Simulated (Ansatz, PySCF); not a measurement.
This PySCF input computes a BLYP/def2-TZVPD energy:

```python
from pyscf import gto, scf, dft

mol = gto.M(
    atom='''
    C     0.00913574    0.00173503   -1.20562697
    C    -0.00077797   -0.00014775    0.10266711
    H     0.02818759    0.94008178   -1.73766571
    H    -0.00183081   -0.93507619   -1.74059173
    O    -0.00956292   -0.00181616    1.26200208
    ''',
    basis='def2-tzvpd',
    charge=0,
    spin=0,
    verbose=4,
)

mf = dft.RKS(mol, xc='blyp').density_fit(auxbasis='def2-universal-jkfit')
mf.grids.level = 3
mf.conv_tol = 1e-9
mf.max_cycle = 100
mf.max_memory = 1500
mf.kernel()
if not mf.converged:
    mf = mf.newton()
    mf.kernel(mf.make_rdm1())
mf.analyze()
```

Problem. Write an input for the same energy in Ansatz (a first-principles code) and say what it gives.

Solution. 
Ansatz 0.2 input:
```yaml
crystal:
  periodic: [false, false, false]
  atoms:
    - {symbol: C, position_ang: [0.00913574, 0.00173503, -1.20562697]}
    - {symbol: C, position_ang: [-0.00077797, -0.00014775, 0.10266711]}
    - {symbol: H, position_ang: [0.02818759, 0.94008178, -1.73766571]}
    - {symbol: H, position_ang: [-0.00183081, -0.93507619, -1.74059173]}
    - {symbol: O, position_ang: [-0.00956292, -0.00181616, 1.26200208]}
basis:
  gaussian:
    orbitals: def2-TZVPD
hamiltonian:
  xc: {name: BLYP}
output: {forces: true}
```
It gives -152.63421 Eh, and PySCF -152.63426 Eh, a difference of 0.05 mEh, from the treatment of integrals and grids.
